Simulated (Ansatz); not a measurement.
Calculated with Ansatz (gas phase, PBE0-D4/def2-TZVP geometries, no zero-point term in ΔE). CBS: MP2 limit from def2 TZ/QZ plus the TZ coupled-cluster correction, frozen cores. This one scheme is used for every species. Functionals use def2-TZVPP. HSE06 is defined as in plane-wave codes. One conformer a species, not always the lowest.

`OC(F)CF` + H₂ → `CC(O)F` + H–F  (hydrogenolysis of a C–F bond)

`OC(F)CF`:

Cartesian coordinates in Å:
```
O -1.017 1.030 -0.614
C -0.430 0.360 0.422
F 0.336 1.228 1.182
C 0.461 -0.770 -0.045
F 1.287 -0.304 -1.051
H -0.342 1.191 -1.285
H -1.225 -0.018 1.071
H -0.150 -1.579 -0.454
H 1.081 -1.137 0.774
```

H₂:

Z-matrix (Å, degrees):
```
H
H 1 0.746
```

`CC(O)F`:

Z-matrix (Å, degrees):
```
C
C 1 1.500
H 1 1.091 2 109.3
H 1 1.091 2 110.0 3 119.6
H 1 1.090 2 110.0 3 -120.1
O 2 1.377 1 109.2 3 -56.3
F 2 1.391 1 109.1 3 63.2
H 2 1.098 1 112.4 3 179.2
H 6 0.962 2 108.9 1 -174.9
```

H–F:

```xyz
2

F     0.397   -0.143    0.184
H    -0.397    0.143   -0.184
```

```csv
species,HSE06 energy (Eh)
`OC(F)CF`,-353.30006
H₂,-1.16797
`CC(O)F`,-254.12018
H–F,-100.38998
```

Q: Work out ΔE.

A: ΔE = (-254.12018) + (-100.38998) − (-353.30006) − (-1.16797) = -0.04213 Eh = -26.4 kcal/mol. CCSD(T)/CBS gives -27.8 kcal/mol.

Largest T1 diagnostic among the species: 0.011.

From r2SCAN to r2SCAN0 (25 % exact exchange), in def2-TZVPP and without D4, ΔE moves by −1.6 kcal/mol. At CCSD(T), def2-SVP lies +3.8 kcal/mol from the extrapolated value and def2-TZVPP +1.0 kcal/mol. Leaving LDA and LC-ωPBE aside and taking each functional with its dispersion term where it has one, the values, not all of them listed here, spread over 4.3 kcal/mol, from PBE-QIDH to BLYP-D4.
